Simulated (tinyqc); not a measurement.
Worked calculation: geometry optimisation on the RHF/sto-6g surface (energies and gradients from PySCF), for BH3, spin multiplicity 1. Computed by tinyqc, a small Python program that keeps every step (integrals from PySCF). Settings: charge = 0, multiplicity = 1, basis = sto-6g, optimiser = bfgs, first Hessian = 0.3, largest step = 0.5, iteration cap = 30. Command: `OMP_NUM_THREADS=1 python tinyqc.py 30511 30512 out.jsonl` (the two numbers bound the seeds that draw the settings). One thread of a shared host (Intel(R) Xeon(R) Processor @ 2.60GHz), about 1 s of CPU time with the checks.

## Step 1: energy and gradient

positions at the start (bohr):
```
            x          y          z
1B   0.068030   0.071810  -0.051023
2H   2.214759   0.028346  -0.086927
3H  -1.179189   1.969095  -0.077479
4H  -1.218873  -1.904844   0.052912
```

Self-consistent energy and analytic gradient at these positions.

energy = -26.32324149 hartree

gradient (hartree/bohr):
```
              x            y            z
1B   0.07209898   0.02322406  -0.00407201
2H  -0.01259095  -0.00154846   0.00076104
3H  -0.02395614   0.02013762   0.00045296
4H  -0.03555190  -0.04181322   0.00285801
```

## Step 1: move

Quasi-Newton step p = -H^(-1) g (first H = 0.3 times the unit matrix); steps longer than 0.5 bohr are cut back.

positions after step 1 (bohr):
```
            x          y          z
1B  -0.172300  -0.005604  -0.037449
2H   2.256729   0.033507  -0.089464
3H  -1.099335   1.901969  -0.078989
4H  -1.100367  -1.765467   0.043386
```

## Step 2: energy and gradient

As before.

energy = -26.31211873 hartree

gradient (hartree/bohr):
```
              x            y            z
1B  -0.13470224  -0.06264158   0.00474526
2H   0.07049984   0.00405238  -0.00151116
3H   0.01790921  -0.01724782   0.00027362
4H   0.04629319   0.07583703  -0.00350772
```

## Step 2: move

inverse Hessian in use (bohr^2/hartree), lower triangle:
```
            1          2          3          4          5          6          7          8
1    2.199620
2   -0.532825   3.107704
3    0.039105   0.022064   3.332533
4    0.607036   0.224810  -0.029931   3.155890
5    0.034444   0.014695  -0.001410  -0.014800   3.332377
6   -0.012745  -0.005875   0.000457   0.006543   0.000380   3.333191
7    0.142914   0.101736   0.000210  -0.160872  -0.006424   0.001767   3.363526
8   -0.139232  -0.091672   0.000902   0.138565   0.005810  -0.001687  -0.019034   3.343999
9    0.002629  -0.000206  -0.000305   0.002111   0.000007   0.000023  -0.002342   0.001849
10   0.383763   0.206279  -0.009384  -0.268721  -0.013220   0.004434  -0.012234   0.019702
11   0.637613   0.302606  -0.021556  -0.348575  -0.019549   0.007181  -0.076278   0.075196
12  -0.028989  -0.015983   0.000649   0.021277   0.001023  -0.000337   0.000365  -0.001064

            9         10        11        12
9    3.333411
10  -0.002397   3.230526
11  -0.001650  -0.212760  2.975081
12   0.000204   0.007347  0.016024  3.332817
```

Quasi-Newton step p = -H^(-1) g (the inverse Hessian comes from BFGS updates; coordinates in the order x, y, z of each atom); steps longer than 0.5 bohr are cut back.

positions after step 2 (bohr):
```
            x          y          z
1B  -0.023707   0.065315  -0.042414
2H   2.174523   0.028928  -0.087789
3H  -1.116556   1.919071  -0.079396
4H  -1.149533  -1.848908   0.047082
```

## Convergence

Stop when the largest gradient component is below 3e-5 hartree/bohr. The inverse Hessian follows the BFGS update with s = step, y = change of gradient.

Course of the optimisation:
```
step   E (hartree)  largest gradient (hartree/bohr)
1     -26.32324149                         7.21e-02
2     -26.31211873                         1.35e-01
3     -26.33059036                         2.46e-02
4     -26.32905313                         3.85e-02
5     -26.33116701                         1.16e-03
6     -26.33117586                         9.14e-04
7     -26.33117896                         4.35e-04
8     -26.33117973                         1.75e-05
```

Final distances (angstrom):
```
pair   distance
2H-1B  1.153867
3H-1B  1.153857
3H-2H  1.998535
4H-1B  1.153834
4H-2H  1.998544
4H-3H  1.998517
```

Converged in 8 steps.
